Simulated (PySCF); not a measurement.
Gas-phase reaction: 2 SiH₂Cl ⇌ 2 SiHCl + H₂

Computed with PySCF (xtb for GFN2) and rigid-rotor harmonic-oscillator thermochemistry at 1 bar. † marks an energy on the PBE0/def2-TZVP geometry and frequencies; other levels use their own. Open shells (unrestricted): SiH₂Cl (multiplicity 2); the rest are closed-shell singlets. GFN2 has no spin-polarisation term. B3LYP is the form with VWN-RPA correlation. SiH₂Cl, SiHCl: computed as isolated molecules; such fragments, hydroxides, amides, oligomers or adducts are transient or little studied in the gas. The harmonic model lacks anharmonicity and excited electronic states, which grow with temperature; levels with a mode under 35 cm⁻¹ are left out.

```csv
level,"ΔE electronic, kJ","ΔH°(298 K), kJ","ΔS°(298 K), J/K","ΔG°(2000 K), kJ"
B3LYP/def2-TZVP†,76,64,109,-159
BLYP/def2-TZVP†,55,43,109,-180
GFN2-xTB,81,66,106,-147
HF/def2-TZVP†,161,148,109,-74
PBE0/def2-TZVP,112,100,109,-123
LDA/def2-TZVP†,103,91,109,-132
```
ΔH° is lowest at BLYP/def2-TZVP† and highest at HF/def2-TZVP†. No reference value is set beside these.
